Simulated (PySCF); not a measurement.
# CH3NOS (N-Methylsulfinylamine): the cost of one run

The runs use PySCF 2.14.0, with density-fitted response routines of our own; the level of theory stands in each step. All values are computed, except where a source is named. Atoms are numbered from 0 throughout.

**1. The starting structure**

7 atoms, charge 0, multiplicity 1; geometry from: GFN2-xTB. The atoms were then displaced at random by about 0.01 Å, so the start is not that level's minimum.

Bonds of the start (Å): C0–N1 1.43, N1–S2 1.52, S2–O3 1.49, C0–H4 1.11, C0–H5 1.12, C0–H6 1.07.

**2. Relaxing the molecule at PBE0-D3(BJ)/def2-TZVP**

What the job is given:

```
{"job": {"xc": "PBE0", "basis": "def2-TZVP", "d3": "d3bj", "grid": 2, "shake": 0.01, "kind": "geom"}, "charge": 0, "multiplicity": 1}
C     -1.511380     2.107300    -1.809980
N     -2.697110     1.349980    -1.538670
S     -2.993300    -0.064320    -2.014510
O     -1.913480    -0.687360    -2.826790
H     -1.404040     2.253050    -2.903350
H     -1.635730     3.113330    -1.342470
H     -0.624100     1.631810    -1.438950
```

Run with:

```
> OMP_NUM_THREADS=1 python probes_run.py task.json out
```

This one command runs all jobs of the session in turn.

Q: Estimate the wall time and peak memory of this first job on 1 thread of Arm Neoverse V1, shared host.

About 41 s, with a peak of 0.58 GiB.
